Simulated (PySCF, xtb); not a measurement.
Li₂, SMILES [Li][Li].

GFN2-xTB (xtb) at its own geometry gives an orbital gap of 2.74 eV and a dipole moment of 0.00 D.

Coordinates come from a B3LYP-D3(BJ)/def2-TZVPD optimisation.

Problem. What does CAM-B3LYP/def2-TZVPD (PySCF) give? (Estimate from the structure and the level; the computed values follow.)

Solution. gap 3.94 eV (levels -4.61 and -0.67 eV), dipole 0.00 D.
